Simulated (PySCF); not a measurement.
Mg: ionisation energy

Mg [Ne] 3s2 (1S) → Mg⁺ [Ne] 3s1 (2S), as a difference of total energies. All numbers are calculated (PySCF 2.14, the non-relativistic Hamiltonian (point nucleus), in cc-pVTZ). Correlated levels: valence: [Ne] frozen. The calculations carry no spin-orbit coupling.

```tsv
method	ionisation energy (eV)
UHF	6.607
LDA	7.722
M06-L	7.509
MP2 (valence)	7.248
SCS-MP2 (valence)	7.376
CCSD (valence)	7.525
```

Errors of the correlated levels include the incompleteness of this basis and the frozen core.

With two correlated electrons CCSD is exact in that space.

Which method comes closest to the reference value, and which is furthest?

The reference is 7.646 eV (measured; NIST Atomic Spectra Database, ionization energies). Closest: LDA (error 0.076 eV); furthest: UHF (error -1.039 eV).
